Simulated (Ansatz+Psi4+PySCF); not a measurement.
```yaml
atoms:
  - { symbol: S, position_ang: [0.0000, 0.0000, 0.1021] }
  - { symbol: H, position_ang: [0.0000, 0.9743, -0.8171] }
  - { symbol: H, position_ang: [0.0000, -0.9743, -0.8171] }
```

Basis set: cc-pVTZ on H; cc-pV(T+d)Z on S (spherical functions). Correlated methods keep 5 orbitals frozen. Charge 0, multiplicity 1.

Computed with Ansatz (development build ahead of 0.2.0) and Psi4 1.11; each method stands on the lowest determinant of its kind that the runs found. Restricted open shells among the atoms or ions are ROHF, correlated in semicanonical orbitals with singles.

The vertical ionization energy (product with multiplicity 2 at the same shape, open shells in the same class of orbitals) of singlet H₂S:

```tsv
method	ionization energy
RHF-CCSD(T)	10.31 eV
RHF-CCSD	10.25 eV
RHF-MP2	10.30 eV
```

What does RHF give?

9.36 eV.
